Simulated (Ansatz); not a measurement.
## H₂N–C, quartet: reading a ladder of total energies

Geometry: that of the H2N–C, doublet, kept fixed. The doublet lies 4.0 eV lower here.

```xyz
4

N     0.0000    0.0000    0.5108
C     0.0000    0.0000   -0.7748
H     0.0000    0.8569    1.0670
H     0.0000   -0.8569    1.0670
```

Basis cc-pVDZ; Ansatz 0.2.0. Only valence electrons are correlated (noble-gas cores frozen), which leaves 11 electrons in 36 orbitals. R marks a restricted (for open shells ROHF) determinant, U an unrestricted one.

Full CI isn't at hand for all of this; UCCSDT(Q) serves as the reference, and is uncertain by about the last step of the cluster series.

Runs differ by some tens of microhartree through their thresholds and, for an open shell, their frozen cores, so steps under 0.03 kcal/mol mean nothing.

| level | total energy (hartree) |
| --- | --- |
| UHF | -93.285176 |
| UMP2 | -93.509732 |
| UCCSD | -93.531372 |
| UCCSD(T) | -93.536865 |
| UCCSDT | -93.537349 |
| UCCSDT(Q) | -93.537799 |

Problem. What is the correlation energy at UCCSDT(Q), and what share of it do UMP2 and UCCSD recover?

Solution. E(corr) = -93.537799 − (-93.285176) = -0.252623 hartree = -6.874 eV. UMP2: -0.224556 / -0.252623 = 88.89 %. UCCSD: -0.246196 / -0.252623 = 97.46 %.

Problem. By how many kcal/mol does UCCSD(T) miss UCCSDT(Q) (1 hartree = 627.509 kcal/mol), and which steps make up the rest?

Solution. -93.536865 − (-93.537799) = 0.000934 hartree = 0.59 kcal/mol. Steps: UCCSDT − UCCSD(T) = -0.30, UCCSDT(Q) − UCCSDT = -0.28 kcal/mol. That is within 1 kcal/mol of the reference in this basis, which itself misses far more of the correlation at the basis-set limit.
